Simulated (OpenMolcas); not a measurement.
# One shape, several levels: H2O (water)

Aim: a comparison of 6 runs (B2PLYP/3-21G, M06-2X/3-21G, PBE0/3-21G, MP2/3-21G, ACPF/3-21G, CISD/3-21G) of H2O (water). 

Program for the calculation: OpenMolcas 26.06.

## (1) The structure to begin with

H2O: 3 atoms, total charge 0, spin state singlet. SMILES: `O`. The O1–H2 distance was set to 1.919 Å, away from the relaxed value. At this shape a bond of the SMILES string is far longer than usual.

Bond lengths: O1–H3 0.960 Å.

## (2) The energy at B2PLYP/3-21G (run 1)

File struct.xyz:

```xyz
3

O     -1.071883    -0.147992    -0.596490
H      0.466500     0.548400     0.315300
H     -0.932983    -1.096792    -0.630590
```

File mol.input:

```
>>> EXPORT MOLCAS_PRINT=2

&GATEWAY
 BasLib=$CurrDir
 Coord=struct.xyz
 Basis=3-21G
 Group=NoSym

&SEWARD
 GridInput
 Grid=UltraFine
 End of Grid

&SCF
 KSDFT=B2PLYP_SCF
 Thresholds=1e-10 1e-07 1e-07 1e-05
 PrOrbitals=1 1

&MBPT2
 Frozen=1
```

The basis set 3-21G is read from a file made from the Basis Set Exchange's data (not shown).

Launch:

```
$ export MOLCAS_MEM=1860
$ pymolcas mol.input > mol.log
```

The program printed:

```text
--- Start Module: gateway ---
[...]
--- Stop Module: gateway /rc=_RC_ALL_IS_WELL_ ---
[...]
      Basis functions           13
[...]
--- Start Module: scf ---
[...]
       Convergence after  11 Iterations
[...]
::    Total KS-DFT energy                             -75.6645858802
[...]
      Total spin, S                                     0.0000000000
[...]
      Total electronic charge=   10.000000
      Total            charge=   -0.000000
[...]
      Dipole Moment (debye):
      Origin of the operator (angstrom)=   -0.9780   -0.1621   -0.5474
                   X=  1.2273E+00               Y= -1.4367E+00               Z=  4.9811E-01           Total=  1.9541E+00
      Quadrupole Moment (debye*angstrom):
[...]
--- Stop Module: scf /rc=_RC_ALL_IS_WELL_ ---
[...]
--- Start Module: mbpt2 ---
[...]
 ###    WARNING: MP2 implementation intended for RHF references only         ###
 ###############################################################################
MBPT2 WARNING: Reference function according to RunFile:KS-DFT
I'll assume you know what you're doing and continue
WARNING!
Default frozen orbitals as non valence orbitals is overwritten by user input.
Default values:   1
[...]
       Reference weight ( Cref**2 )         =        0.83899
::    Total MBPT2 energy                              -75.8925114849
[...]
      Total MBPT2 calculations                           0.03      0.04
--- Stop Module: mbpt2 /rc=_RC_ALL_IS_WELL_ ---
[...]
```

Run time: 3.3 s. Hardware: 1 thread of Arm Neoverse V1, shared host; peak memory 0.37 GiB.

## (3) The energy at M06-2X/3-21G (run 2)

struct.xyz is that of step 2.

File mol.inp:

```
&GATEWAY
 BasLib=$CurrDir
 Coord=struct.xyz
 Basis=3-21G
 Group=NoSym

&SEWARD
 GridInput
 Grid=UltraFine
 End of Grid

&SCF
 KSDFT=M062X
 Thresholds=1e-10 1e-07 1e-07 1e-05
 PrOrbitals=1 1
```

The basis set 3-21G is read from a file made from the Basis Set Exchange's data (not shown).

Launch:

```
$ export MOLCAS_MEM=1860
$ pymolcas mol.inp > mol.log
```

The program printed:

```text
--- Start Module: gateway ---
[...]
--- Stop Module: gateway /rc=_RC_ALL_IS_WELL_ ---
--- Start Module: seward ---
[...]
      Basis functions           13
--- Stop Module: seward /rc=_RC_ALL_IS_WELL_ ---
--- Start Module: scf ---
[...]
       Convergence after  12 Iterations
[...]
::    Total KS-DFT energy                             -75.7640496254
[...]
      Total spin, S                                     0.0000000000
[...]
      Total electronic charge=   10.000000
      Total            charge=   -0.000000
[...]
      Dipole Moment (debye):
      Origin of the operator (angstrom)=   -0.9780   -0.1621   -0.5474
                   X=  1.4185E+00               Y= -1.3279E+00               Z=  6.1404E-01           Total=  2.0378E+00
      Quadrupole Moment (debye*angstrom):
[...]
--- Stop Module: scf /rc=_RC_ALL_IS_WELL_ ---
[...]
```

Run time: 3.9 s. Hardware: 1 thread of Arm Neoverse V1, shared host; peak memory 0.37 GiB.

Runs 3 to 5 aren't shown in full; the table further down has their settings and results.

## (4) A single-point energy at CISD/3-21G (run 6)

struct.xyz is that of step 3.

File mol.input:

```
&GATEWAY
BasLib
$CurrDir
Coord
struct.xyz
Basis
3-21G
Group
NoSym
&SEWARD
&SCF
Thresholds
1e-10 1e-07 1e-07 1e-05
PrOrbitals
1 1
&MOTRA
Frozen
1
&GUGA
Electrons
8
Spin
1
Inactive
4
Active
0
CIAll
1
&CPF
SDCI
```

The basis set 3-21G is read from a file made from the Basis Set Exchange's data (not shown).

Launch:

```
$ export MOLCAS_MEM=1860
$ pymolcas mol.input > mol.log
```

The program printed:

```text
--- Start Module: gateway ---
[...]
--- Stop Module: gateway /rc=_RC_ALL_IS_WELL_ ---
[...]
      Basis functions           13
[...]
       Convergence after  13 Iterations
[...]
::    Total SCF energy                                -75.3814446158
[...]
      Total spin, S                                     0.0000000000
[...]
      *** WARNING: Default frozen orbitals is overwritten by user input.
      *** Default values:   1
[...]
--- Start Module: guga ---
[...]
--- Stop Module: guga /rc=_RC_ALL_IS_WELL_ ---
--- Start Module: cpf ---
[...]
      Active orbitals                            0       0
[...]
      Spin quantum number                      0.0
[...]
     FINAL CI ENERGY           -75.56759076
     FINAL CORRELATION ENERGY   -0.18614614  REFERENCE ENERGY     -75.38144462
[...]
     REL. CI ENERGY            -75.56759076
[...]
      Total electronic charge=   10.000000
      Total            charge=    0.000000
[...]
      Dipole Moment (debye):
      Origin of the operator (angstrom)=   -0.9780   -0.1621   -0.5474
                   X=  8.6666E-01               Y= -1.6257E+00               Z=  2.8143E-01           Total=  1.8637E+00
      Quadrupole Moment (debye*angstrom):
[...]
--- Stop Module: cpf /rc=_RC_ALL_IS_WELL_ ---
[...]
```

Wall time 1.8 s (1 thread of Arm Neoverse V1, shared host); peak memory 0.37 GiB.

## (5) All runs side by side

```csv
run,level,frozen core orbitals,integration grid,energy (Eh),dipole moment (D) of the reference,HOMO energy (eV),LUMO energy (eV),wall time
1,B2PLYP/3-21G,1,UltraFine,-75.726126,1.95,-9.53,-1.93,3.3 s
2,M06-2X/3-21G,–,UltraFine,-75.764050,2.04,-9.49,-2.24,3.9 s
3,PBE0/3-21G,–,UltraFine,-75.726571,1.93,-7.52,-3.35,3.6 s
4,MP2/3-21G,1,–,-75.550287,2.08,-11.10,0.51,1.7 s
5,ACPF/3-21G,1,–,-75.602027,2.08,-11.10,0.51,1.8 s
6,CISD/3-21G,1,–,-75.567591,2.08,-11.10,0.51,1.8 s
```

## (6) What came out

```
                                         quantity         value
                              run 6: total energy  -75.56759 Eh
        run 6: dipole moment (mean-field density)        2.08 D
       run 6: HOMO energy (Hartree–Fock orbitals)     -11.10 eV
       run 6: LUMO energy (Hartree–Fock orbitals)       0.51 eV
     run 6: HOMO–LUMO gap (Hartree–Fock orbitals)      11.61 eV
run 6: correlation energy (1 core orbital frozen)    -186.1 mEh
```

In words: Over runs 1, 2, 3 the dipole moment (its size) runs from 1.93 D (PBE0/3-21G) to 2.04 D (M06-2X/3-21G). Over runs 1, 2, 3 the HOMO–LUMO gap runs from 4.16 eV (PBE0/3-21G) to 7.61 eV (B2PLYP/3-21G). A double hybrid's value is that of its SCF part. For B2PLYP the log adds the whole second-order term; the table takes 0.27 of it, as the functional is defined. Totals of different functionals can't be ranked against each other. In runs 1, 2, 3, 4, 5, 6 a closed-shell determinant meets a far-stretched bond, which it describes badly. All runs together took 16 s, the longest 3.9 s.
